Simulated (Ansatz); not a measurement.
in.yaml

```yaml
crystal:
  periodic: [false, false, false]
  atoms:
    - {symbol: C, position_ang: [-1.255038, 0.000000, 0.000000]}
    - {symbol: H, position_ang: [-1.618244, 1.027301, 0.000000]}
    - {symbol: H, position_ang: [-1.618244, -0.513650, 0.889668]}
    - {symbol: H, position_ang: [-1.618244, -0.513650, -0.889669]}
    - {symbol: H, position_ang: [-0.242038, 0.000000, 0.000000]}
    - {symbol: N, position_ang: [1.442962, 0.000000, 0.000000]}
basis:
  gaussian: {orbitals: cc-pVDZ}
magnetization: {spin_polarized: false, initial_magnetization: 3}
hamiltonian: {xc: {name: PBE}}
correlation: {method: bccd, electrons: valence}
output: {forces: true}
```

```sh
$ ansatz run in.yaml --threads 1 --pin off --events-out ev --progress --plain --max-ram 2393MiB
```

The program prints:

```
437 factors; integrals over basis functions are off by at most 1.6e-3 eV
mean field evaluation 1: about -2577.2060 eV, gradient 5.0e1 eV
mean field evaluation 2: about -2577.2017 eV, gradient 5.0e1 eV
mean field evaluation 4: about -2571.2372 eV, gradient 4.5e1 eV
mean field evaluation 8: about -2583.5534 eV, gradient 4.4e-1 eV
mean field evaluation 16: about -2583.5543 eV, gradient 3.0e-5 eV
mean field evaluation 32: about -2570.5495 eV, gradient 3.9e1 eV
mean field -2583.55428756 eV, -94.9438688717 hartree, gradient 1.2e-6 eV, S^2 3.750000; 0 other end points of the search recorded, 0 dependent functions left out
2 core orbitals not correlated: weight in the atoms' cores, before any rotation towards them, 1.000 or more for the frozen orbitals, at most 0.000 for the correlated occupied ones
reference -2572.68765788 eV, -94.5445275968 hartree; 8, 5 occupied and 38, 41 virtual orbitals, 437 factors
second order -6.66111220 eV of doubles, -0.31748197 eV of singles
cycle   1  -7.69676539 eV  change   -7.2e-1 eV  update   5.1e-2
cycle   2  -7.88893777 eV  change   -1.9e-1 eV  update   1.7e-2
cycle   3  -7.92929791 eV  change   -4.0e-2 eV  update   5.8e-3
cycle   4  -7.92911519 eV  change    1.8e-4 eV  update   2.6e-3
cycle   5  -7.92831583 eV  change    8.0e-4 eV  update   8.5e-4
cycle   6  -7.92802325 eV  change    2.9e-4 eV  update   3.5e-4
cycle   7  -7.92792358 eV  change    1.0e-4 eV  update   1.0e-4
cycle   8  -7.92791178 eV  change    1.2e-5 eV  update   2.7e-5
cycle   9  -7.92791062 eV  change    1.2e-6 eV  update   9.5e-6
cycle  10  -7.92791195 eV  change   -1.3e-6 eV  update   2.6e-6
the calculation of the forces begins
Total energy: -2580.61556983 eV, -94.8358729873 hartree
Atom 0 at    -1.255038     0.000000     0.000000 Å, force    -3.739325     0.000017     0.000000 eV/Å
Atom 1 at    -1.618244     1.027301     0.000000 Å, force    -0.239152     0.443574     0.000000 eV/Å
Atom 2 at    -1.618244    -0.513650     0.889668 Å, force    -0.239159    -0.221796     0.384159 eV/Å
Atom 3 at    -1.618244    -0.513650    -0.889669 Å, force    -0.239159    -0.221796    -0.384159 eV/Å
Atom 4 at    -0.242038     0.000000     0.000000 Å, force     2.798269    -0.000000     0.000000 eV/Å
Atom 5 at     1.442962     0.000000     0.000000 Å, force     1.658526     0.000000     0.000000 eV/Å
Dipole moment:     0.020816    -0.000000     0.000000 e Å
```

Forces (eV/Å):
```
C   -3.739  0.000  0.000
H   -0.239  0.444  0.000
H   -0.239 -0.222  0.384
H   -0.239 -0.222 -0.384
H    2.798  0.000  0.000
N    1.659  0.000  0.000
```

Ran on 1 thread of Intel Xeon Platinum 8259CL, shared host: 7.5 s wall, 0.24 GiB peak host memory.
